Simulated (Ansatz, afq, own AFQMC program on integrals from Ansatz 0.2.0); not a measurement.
Integrals from Ansatz 0.2.0, then the random walk in our own AFQMC program (afq).

```yaml
crystal:
  periodic: [false, false, false]
  atoms:
    - {symbol: B, position_ang: [0.000000, 0.079752, 0.863775]}
    - {symbol: N, position_ang: [0.000000, -0.117617, -0.587927]}
    - {symbol: H, position_ang: [0.000000, 0.779045, -1.094669]}
basis:
  gaussian: {orbitals: cc-pVDZ}
total_charge: 1
magnetization: {spin_polarized: false, initial_magnetization: 4}
correlation: {method: ccsd_t, electrons: outside_noble_gas, hamiltonian_folder: ham}
```

```sh
$ ansatz run in.yaml --threads 1 --pin off --events-out ev --progress --plain --max-ram 1382MiB
```

afq runs on the folder ham with

```
--method phaseless --trial cisd --walkers 60 --populations 1 --least-time 40 --time-step 0.005 --steps-per-block 50 --equilibration-blocks 28 --max-blocks 300 --target-error 0.00034 --factor-cut 1e-05 --start spin_pure --seed 5301 --release-times 0.24,0.5,1,1.5 --release-step 0.02 --release-every 4 --taylor-order 6
```

Times are imaginary, in 1/Eh. The walk had a cap of 622 s.

Log:

```
orbitals 31  electrons 6 2  factors 232 of 313
reference energy -79.16153756 Eh
CCSD correlation -0.14260402 Eh in 11 cycles, weight of the determinant in the CISD state 0.9441
energy of the start -79.304141 Eh
 block  time / (1/Eh)  mean weight  energy / Eh
     1     0.250  0.9974  -79.303553
     2     0.500  0.9999  -79.306154
     3     0.750  0.9997  -79.304933
     4     1.000  0.9990  -79.304949
     5     1.250  0.9999  -79.306520
     7     1.750  0.9975  -79.306109
     9     2.250  1.0001  -79.308835
    13     3.250  0.9976  -79.308081
    21     5.250  0.9994  -79.306052
    29     7.250  0.9991  -79.306298
    37     9.250  1.0003  -79.309047
    45    11.250  0.9988  -79.306067
    53    13.250  1.0011  -79.307991
    61    15.250  1.0009  -79.305224
    69    17.250  1.0020  -79.306919
    77    19.250  0.9992  -79.306584
    85    21.250  0.9978  -79.305963
    89    22.250  1.0009  -79.318219
    93    23.250  0.9996  -79.305731
   101    25.250  1.0009  -79.306973
   109    27.250  1.0007  -79.307293
   117    29.250  0.9991  -79.307841
   125    31.250  0.9995  -79.306052
   133    33.250  0.9991  -79.306743
   141    35.250  1.0021  -79.305776
   149    37.250  1.0002  -79.308778
   157    39.250  0.9875  -79.311463
   165    41.250  1.0013  -79.309296
   173    43.250  1.0000  -79.308600
   181    45.250  1.0003  -79.305390
   185    46.250  1.0008  -79.305725
blocks merged  error / Eh  count
     1  0.000143  160
     2  0.000173  80
     4  0.000191  40
     8  0.000217  20
    16  0.000257  10
released: time / (1/Eh)  energy / Eh  error  mean overlap
  0.24  -79.307227  0.000167  0.9996
  0.50  -79.307146  0.000141  1.0034
  1.00  -79.307319  0.000160  1.0151
  1.50  -79.307400  0.000191  0.9934
energy -79.307280 +/- 0.000217 Eh
(rows thinned)
```

The run passed its tests (sampling time, drift between the halves within three errors, error under three times the target), which doesn't prove that it has relaxed.

Against this walk (error 5.9 meV) on the same determinant: CCSD(T) 16.6 meV higher, CCSDT(Q) 0.9 meV lower (within the noise). The error is statistical and leaves out the bias of the constraint. Released to 1.50 1/Eh the energy moves by -3 ± 8 meV (both errors), within twice the noise.

Cautions: constraint bias not in the error; another spin lies lower (by 4.78 eV).

The walk took 2.4 min on 1 thread of Arm Neoverse V1, with other jobs on the host. The log's last line is the phaseless energy.

CCSDT and higher add their correlation energy to the determinant of the CCSD(T) run, since their own runs factorise the integrals more tightly (a shift of under 2 meV). A walk keeps the symmetry of its determinant, which the program's search chose and which needn't be the lowest solution, so a lower state of the same spin and another symmetry isn't excluded.
